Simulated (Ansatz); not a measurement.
Cost and result for the atomization energy of `C[C](F)F` radical (7 atoms, 6 bonds).

Cartesian coordinates in Å:
```
C 0.1641 0.5745 0.2671
C -0.5108 -0.5873 -0.3534
F -0.0991 -0.9017 -1.5792
F -0.5613 -1.6870 0.3942
H -0.3025 0.8033 1.2246
H 0.0823 1.4409 -0.3882
H 1.2272 0.3572 0.4350
```

Charge 0, multiplicity 2. Geometry: relaxed with PBE0-D4/def2-TZVP. Program: Ansatz. Hardware: A = 2 threads of an AMD EPYC 7R13 on a shared host; B = 2 threads of an AMD EPYC 7R13 on a shared host and a share of an NVIDIA H100 80 GB. Times are those of one run each, without the atoms' runs, and a repeat can differ threefold. Electronic energies, without spin–orbit coupling; frozen cores. CCSD(T)/CBS extrapolates def2-TZVPP and def2-QZVPP, and its time is that of the two runs behind it. T1 = 0.014; ⟨S²⟩ of the reference is 0.76. B3LYP takes the VWN-RPA correlation (the form of Gaussian; ORCA's B3LYP/G). HSE06 is the plane-wave form, built on full-range PBE exchange.

CCSD(T)/CBS is a level of theory with its own doubt, some kJ/mol a heavy atom from the limit and from the frozen cores, so smaller differences don't rank the functionals.

```
                                level  functions  wall time  atomization (kcal/mol)  difference from CCSD(T)/CBS  per bond
           LDA (SPW92)/def2-TZVPP [A]        166     0.91 s                   747.0                        117.2      19.5
  PBE-D4/def2-TZVPP (with forces) [A]        166        2 s                   657.1                         27.3       4.5
               PBE0-D4/def2-TZVPP [A]        166      2.2 s                   638.8                          9.0       1.5
              HSE06-D4/def2-TZVPP [A]        166      2.5 s                   639.4                          9.6       1.6
          CAM-B3LYP-D4/def2-TZVPP [A]        166      2.6 s                   638.6                          8.8       1.5
B3LYP-D4/def2-TZVPP (with forces) [A]        166      2.7 s                   632.5                          2.7       0.4
                B2PLYP/def2-TZVPP [A]        166      3.4 s                   626.8                         -3.0      -0.5
               CCSD(T)/def2-TZVPP [B]        166        5 s                   614.3                        -15.5      -2.6
                 CCSD(T)/def2-SVP [A]         71      5.5 s                   602.8                        -27.0      -4.5
                B97M-V/def2-TZVPP [A]        166        7 s                   632.7                          2.9       0.5
 ωB97M-V/def2-TZVPP (with forces) [A]        166        7 s                   633.3                          3.5       0.6
               CCSD(T)/def2-QZVPP [B]        318       25 s                   623.5                         -6.3      -1.1
                    CCSD(T)/CBS(def2)          –       30 s                   629.8                          0.0       0.0
```

In def2-TZVPP, CCSD(T) changes the Hartree–Fock value by +156.9 kcal/mol (the triples alone add +10.0 kcal/mol) and MP2 by +173.6 kcal/mol; breaking electron pairs costs correlation energy, which Hartree–Fock lacks. The D4 term adds +2.9 kcal/mol with B3LYP and +1.5 kcal/mol with PBE0; it sums over pairs of atoms, weighted by their polarisabilities, and B3LYP, whose exchange is more repulsive, gets the larger term. From PBE to PBE0 (25 % exact exchange), in def2-TZVPP and without D4, the atomization energy moves by −18.0 kcal/mol: exact exchange takes away binding that semilocal exchange gives to molecules.
